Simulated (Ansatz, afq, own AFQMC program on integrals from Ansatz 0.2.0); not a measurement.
**F, doublet in aug-cc-pVTZ, levels against CCSDT(Q)**

A free F atom.

Basis aug-cc-pVTZ. Noble-gas cores (and the filled d shells of Ga–Kr and In–Xe) are frozen. Ansatz 0.2.0 and our own AFQMC program on the same integrals; the CISD trial comes from CCSD amplitudes, and released means the phaseless constraint is let go. Error bars are statistical, one sigma.

Determinant: UHF, the one that the program's search chose, which needn't be the lowest solution.

No full CI on the walks' own integrals is used here; CCSDT(Q) serves as the reference and is uncertain by about the last step of the cluster series.

Cautions: the ph-AFQMC/HF walk drifts between its halves (2.0 errors).

- T1 diagnostic: 0.0077
- weight of the determinant in the CISD state: 0.963
- ⟨S²⟩ of the determinant: 0.754
- size of the correlated space: 7 electrons in 45 orbitals

```
  level  correlation energy (eV)
    MP2                  -5.5845
   CCSD                  -5.8932
CCSD(T)                  -6.0123
```

**Question.** Estimate where AFQMC with the constraint released lies against CCSD(T) on the same integrals.

**Answer.** 7.6 ± 2.5 meV below CCSD(T).

Reference: CCSDT(Q), correlation energy -6.021 eV. The released energy is read at 2.40 1/Eh (meV from the phaseless value at times in 1/Eh: -3.5 ± 1.3 at 0.24, -6.3 ± 1.2 at 0.51, -7.1 ± 1.1 at 0.99, -5.4 ± 1.9 at 1.62, -7 ± 3 at 2.40).

| level | E − E(reference) (meV) | share of correlation (%) |
| --- | --- | --- |
| CCSD(T) | 8.2 | 99.86 |
| CCSDT | 2.0 | 99.97 |
| ph-AFQMC/HF | 69.0 ± 12.1 | 98.85 |
| ph-AFQMC/CISD | 8.0 ± 1.5 | 99.87 |
| released AFQMC | 0.6 ± 2.5 | 99.99 |

A walk keeps the symmetry of its determinant, which the program's search chose and which needn't be the lowest solution, so a lower state of the same spin and another symmetry isn't excluded. Released energies are given only where the last usable release times agree within the noise; a slower fall can still hide under it.
